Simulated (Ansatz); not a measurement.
Rhenium, hcp: convergence with the k-point mesh

Computed with Ansatz, PBE, scalar-relativistic PAW, on the relaxed cell (a = 2.777 Å, c = 4.479 Å (c/a = 1.613); spin not included). Errors count from a run at 420 eV on a Γ-centred 21×21×12 mesh with Fermi-Dirac smearing of 0.1 eV, extrapolated to zero width. Fixed here: cutoff 420 eV, Fermi-Dirac width 0.1 eV. The SCF starts from atomic densities corrected by a trained network.

```
  k-mesh  E(σ→0) error (meV/atom)  P (GPa)  SCF iterations
   2×2×1                    -75.2    -4.23               6
   3×3×2                    379.9     9.25               6
   5×5×3                    -18.3    -1.79               6
   6×6×4                     -4.6     0.42               6
   8×8×5                     -2.5     0.07               6
 10×10×6                      2.0    -0.07               6
 14×14×8                     -1.5     0.09               6
19×19×10                      0.1     0.03               6
```

Within 5 meV/atom of the last row: from 6×6×4 on.
